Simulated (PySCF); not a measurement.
## One reaction down a group: F, Cl, Br, I

The same gas-phase reaction for F, Cl, Br, I:
- 2 AlF3 + OH → 3 F2 + Al2O + H
- 2 AlCl3 + OH → 3 Cl2 + Al2O + H
- 2 AlBr3 + OH → 3 Br2 + Al2O + H
- 2 AlI3 + OH → 3 I2 + Al2O + H

Energies from PySCF, thermal terms from the rigid-rotor harmonic-oscillator model, ideal gas at 1 bar. S°(298 K) at PBE0/def2-TZVP differs from the NASA 1993 table for Al2O (+6 J/mol/K); whether the harmonic model or the table's entry is off was not settled. † marks an energy on the PBE0/def2-TZVP geometry and frequencies. CCSD(T) freezes the core. Open shells (unrestricted): OH (multiplicity 2, electronic degeneracy 4), H (multiplicity 2); the rest are closed-shell singlets. Spin-orbit splitting is ignored; it lowers the true energy and changes the entropy of OH. B3LYP is the form with VWN-RPA correlation. I: scalar-relativistic def2 core potential, no spin-orbit coupling. Br: all electrons, no relativistic terms. CCSD(T) isn't extrapolated to the basis-set limit. The harmonic model lacks anharmonicity and excited electronic states, which grow with temperature; levels with a mode under 35 cm⁻¹ are left out. Soft modes under 120 cm⁻¹ make the harmonic entropy rough for Al2O, AlBr3, AlI3. Warning, large T1 diagnostic: Al2O (CCSD(T)/def2-SVP†).

ΔH°(298 K) in kJ, by level:

| level | F | Cl | Br | I |
|---|---|---|---|---|
| ωB97M-V/def2-TZVP† | 2393.1 | 1197.2 | 953.7 | 624.7 |
| CCSD(T)/def2-SVP† | 2348.0 | 1271.0 | 997.9 | 666.2 |
| CCSD(T)/def2-TZVPP† | 2426.0 | 1225.1 | 986.4 | 670.0 |
| ωB97X-V/def2-TZVP† | 2410.0 | 1235.0 | 987.2 | 658.1 |
| PBE0/def2-QZVP† | 2415.5 | 1202.0 | 961.7 | 641.2 |
| BLYP/def2-TZVP† | 2283.1 | 1092.1 | 833.6 | 512.0 |
| B3LYP/def2-TZVP† | 2390.1 | 1165.9 | 907.6 | 575.3 |
| r2SCAN/def2-TZVP† | 2437.2 | 1269.2 | 1020.5 | 688.2 |

At ωB97M-V/def2-TZVP†, ΔH° falls from F to I, over a range of 1768.4 kJ; the steps are -1195.9, -243.5, -329.0 kJ. 8 of the 8 levels shown give the same order. The levels scatter most for Br (186.9 kJ between the highest and the lowest) and least for F (154.1 kJ). ΔS°(298 K) runs from 221.6 to 239.8 J/K, so TΔS° at 298 K spreads over 5.4 kJ among the members, against 1768.4 kJ for ΔH°.

Free energies at ωB97M-V/def2-TZVP†:

```
member  ΔS°(298 K), J/K  ΔG°(298 K), kJ  ΔG°(1600 K), kJ         ΔG° changes sign
------  ---------------  --------------  ---------------  -----------------------
F                 239.8            2322             2005  none from 298 to 2500 K
Cl                230.2            1129              829  none from 298 to 2500 K
Br                227.0             886              592  none from 298 to 2500 K
I                 221.6             559              272  none from 298 to 2500 K
```

The NASA 1993 table, where it holds all species, gives ΔH°(298 K) = 2452 kJ for F, 1203 kJ for Cl, 947 kJ for Br, 607 kJ for I; its entries are part measured, part old estimates, and weren't checked at source. After a fit of one offset per element over all species, the range-separated, M06-2X, PBE0/def2-QZVP and CCSD(T)/def2-TZVPP enthalpies, where run, lie to one side of the table for Al2O (-34 kJ/mol), AlBr3 (-15 kJ/mol), I2 (+16 kJ/mol): a fault of the table's entry, another state or a shared error of the levels is possible; this was not checked at source.
